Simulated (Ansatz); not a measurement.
Basis-set extrapolation for C$_{2}$H$_{6}$OS (`CC(O)S`) (PBE0-D4/def2-TZVP geometry, frozen core, the Gaussian-basis code of Ansatz). Multiplicity 1, RHF reference.

```json
{"": "HF", "def2-TZVPP": "-551.688372", "def2-QZVPP": "-551.707231"}
{"": "MP2 correlation", "def2-TZVPP": "-0.771967", "def2-QZVPP": "-0.829891"}
{"": "CCSD(T) correlation", "def2-TZVPP": "-0.845265", "def2-QZVPP": "not run"}
```

Energies in hartree. Use E(X) = E(∞) + A·exp(−7.88·√X) for Hartree–Fock and E(X) = E(∞) + B·X^(−2.97) for correlation, with X = 3 and 4, and add CCSD(T) minus MP2 of the smaller set to the MP2 limit.

What is the CCSD(T) energy at the basis-set limit?

HF limit: -551.707231 + (-0.018859) × 0.13774 = -551.70983. MP2 limit: -0.829891 + (-0.057924) × 0.74074 = -0.87280. Higher-order term: -0.845265 − (-0.771967) = -0.07330. Total: -552.65593 hartree, 3.33 eV below CCSD(T)/def2-TZVPP.
